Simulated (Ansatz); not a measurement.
## Basis-set limit of B2H2⁺, doublet

```xyz
4

B     0.0000    0.0000    0.6756
B     0.0000    0.0000   -0.9095
H     0.0000    1.0479    1.2540
H     0.0000   -1.0479    1.2540
```

Connectivity, by distances: BH2–B.

Ansatz 0.2.0, UHF determinant, valence electrons correlated. Energies in eV.

| set | X | functions | Hartree–Fock | MP2 correlation | CCSD(T) correlation | time |
| --- | --- | --- | --- | --- | --- | --- |
| def2-TZVPP | 3 | 90 | -1363.0030 | -3.4341 | -4.3507 | 3.2 s on 1 × NVIDIA H100 80GB HBM3 with 1 thread of AMD EPYC 7R13 Processor (Zen 3), with other jobs on the host |
| def2-QZVPP | 4 | 174 | -1363.0651 | -3.6819 | -4.5475 | 4.9 s on 1 × NVIDIA H100 80GB HBM3 with 1 thread of AMD EPYC 7R13 Processor (Zen 3), on a shared host |

Hartree–Fock is taken to follow E(X) = E∞ + A·exp(−7.88·√X), correlation E(X) = E∞ + B·X^−2.97.

**Question.** Work out the CCSD(T) energy at the limit, and how far the shortcut misses it that extrapolates MP2 and adds CCSD(T) minus MP2 from the smaller set.

**Answer.** Hartree–Fock: E∞ = E4 + 0.1377·(E4 − E3) = -1363.0737. Correlation: E∞ = E4 + 0.7407·(E4 − E3) = -4.6932 for CCSD(T) and -3.8654 for MP2. The limit is -1367.7669 eV, 0.154 eV below def2-QZVPP. The shortcut gives a correlation energy of -3.8654 + (-0.9165) = -4.7819, 89 meV lower than the direct value.
